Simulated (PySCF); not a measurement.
Ionisation energies (eV) were calculated with PySCF 2.14 by UHF, MP2 (valence), PBE, in another order, as differences of total energies without spin-orbit coupling. The measured values are between term centres (NIST).

```tsv
species	measured	A	B	C
Be (dyall-acv3z, spin-free X2C)	9.323	8.044	8.998	8.838
B⁺ (dyall-acv3z, spin-free X2C)	25.155	23.449	24.613	24.474
N (dyall-acv3z, spin-free X2C)	14.545	13.889	14.727	14.580
F⁺ (dyall-acv3z, spin-free X2C)	34.950	33.377	35.414	34.634
Al (dyall-acv3z, spin-free X2C)	5.977	5.600	6.069	5.828
Al⁺ (dyall-acv3z, spin-free X2C)	18.829	17.551	18.790	18.335
Si⁺ (dyall-acv3z, spin-free X2C)	16.322	15.835	16.399	16.105
Si (dyall-acv3z, spin-free X2C)	8.157	7.626	8.188	8.041
```

Which column is which method?

A is UHF (mean error -0.99 eV); B is PBE (mean error -0.01 eV); C is MP2 (valence) (mean error -0.30 eV). Hartree-Fock lacks the correlation of the electron removed and comes out lowest. PBE, with gradient corrections, lies close to experiment on average, with errors of both signs. Valence MP2 in a finite basis recovers only part of the missing correlation, so it stays below experiment on average.
